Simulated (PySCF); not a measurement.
# Gas-phase XPS of cyclopentanone, computed

Species: cyclopentanone, C₅H₈O.
Atom-mapped SMILES: `[O:1]=[C:2]1[CH2:3][CH2:4][CH2:5][CH2:6]1`

Theory: PySCF, delta-SCF UKS SCAN, pcX-2 on the ionised atom, pcseg-1 elsewhere, spin-free X2C. Binding energies are ΔSCF values: E(core-ionised, relaxed orbitals) − E(ground state) at a fixed geometry, referred to the vacuum level.

Question: What binding energy does each computed site have?

Answer: 
```
atom(s)                bonded to  level  binding energy (eV)  above the level's lowest (eV)  count
  C3/C6              2 C and 2 H   C 1s               290.79                           0.00      2
  C4/C5              2 C and 2 H   C 1s               290.86                          +0.07      2
     C2  O (double bond) and 2 C   C 1s               293.20                          +2.41      1
     O1          C (double bond)   O 1s               537.58                           0.00      1
```

The listed C 1s values span 2.41 eV, from C3/C6 (bonded to 2 C and 2 H) to C2 (bonded to O (double bond) and 2 C). Summing the Pauling electronegativity differences to the bonded atoms, each weighted by its formal bond order, gives -0.70 for the lowest site and +1.78 for the highest; no listed site has a larger sum than the highest.

Question: Which photon wavelength matches the C 1s of C2 threshold?

Answer: λ = hc/E = 12398.42 eV Å / 293.20 eV = 42.287 Å.

Atoms equivalent by their bonding share one computed value, that of the first of them. Isolated species at its GFN2-xTB geometry (one conformer only).

Hardware: an x86-64 server with one thread, shared host. Cost: 44 s of wall time.
